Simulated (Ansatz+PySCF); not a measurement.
doublet CH: levels of theory in one basis

```yaml
atoms:
  - { symbol: C, position_ang: [0.0000, 0.0000, -0.1776] }
  - { symbol: H, position_ang: [0.0000, 0.0000, 1.0657] }
```

Basis set: 6-31G (spherical functions). Correlated methods keep 1 orbital frozen. Correlation on ROHF uses semicanonical orbitals with singles. Charge 0, multiplicity 2.

Computed with Ansatz (development build ahead of 0.2.0); each method stands on the lowest determinant of its kind that the runs found.

| method | E − E(ROHF) (eV) | <S²> of the determinant |
| --- | --- | --- |
| ROHF | 0.00 | 0.75 |
| UHF | -0.09 | 1.02 |
| UHF-MP2 | -1.26 | 1.02 |
| ROHF-CCSD | -1.89 | – |
| UHF-CCSD | -1.89 | 1.02 |
| ROHF-CCSD(T) | -1.91 | – |
| UHF-CCSD(T) | -1.91 | 1.02 |
| full CI (lowest root of this spin) | -1.92 | – |

Q: What does ROHF-MP2 give on the same scale?

A: -1.31 eV.

The restricted and unrestricted rows may stand on different electronic states: another unrestricted solution lies nearer the restricted one.

Caution for UHF, UHF-MP2, UHF-CCSD, UHF-CCSD(T): the unrestricted determinant is spin contaminated. Caution for UHF-MP2: another reference gives a lower total.
